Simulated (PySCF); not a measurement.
## Identify the compound

An unknown has the formula C$_{4}$H$_{7}$N. Its calculated NMR data are:

$^{1}$H NMR (300 MHz, computed): δ 2.53 (sept, J = 7.9 Hz, 1H), 1.23 (d, J = 7.9 Hz, 6H).

$^{13}$C{$^{1}$H} NMR (computed): δ 128.9 (C), 23.7 (CH), 22.8 (CH3, 2C).

- shielding tensors at B97-2/pcSseg-2 (GIAO)
- coordinates at the PBE0-D3(BJ)/def2-TZVP level
- J: B3LYP/pcJ-2 (spin–dipole term only in couplings to heteroatoms)
- program: PySCF
- one averaged value for each set of equivalent atoms, a single conformation, non-relativistic, no solvent

Shifts are taken against calculated references (same method and geometry level): $^{1}$H (σ = 31.64 ppm), $^{13}$C (σ = 185.38 ppm) against TMS.

Q: What is the structure?

A: 
- The formula gives 2 degrees of unsaturation (no ring in the answer).
- 3 carbon signals for 4 carbons: some carbons are equivalent by symmetry or fast rotation.
- Carbon types of the structure: 1 × C, 1 × CH, 2 × CH3, which accounts for all hydrogens.
- δC 128.9: nitrile carbon; typical of a nitrile.
- δC 23.7: sp3 CH α to a nitrile; saturated and bonded to C and H only.
- δC 22.8: methyl carbon; a saturated carbon with 1 carbon neighbour and no heteroatom attached.
- δH 2.53: hydrogen on an sp3 CH α to a nitrile.
- δH 1.23: hydrogen on a methyl carbon.
- The protons at 1.23 and 2.53 share a coupling of 7.9 Hz (vicinal).

The compound is isobutyronitrile (SMILES CC(C)C#N).

This is the structure that produced the data.

Splittings below 1 Hz are ignored in the labels, and close J values are merged. Shifts are as computed. Against solution values, carbons near 30 ppm lie about +3 ppm off and those near 130 ppm about +7 ppm. Of 1309 compounds with measured shifts, 239 miss one by over three times the rms of a fit or turn the order of signals round; such compounds aren't used in these exercises.
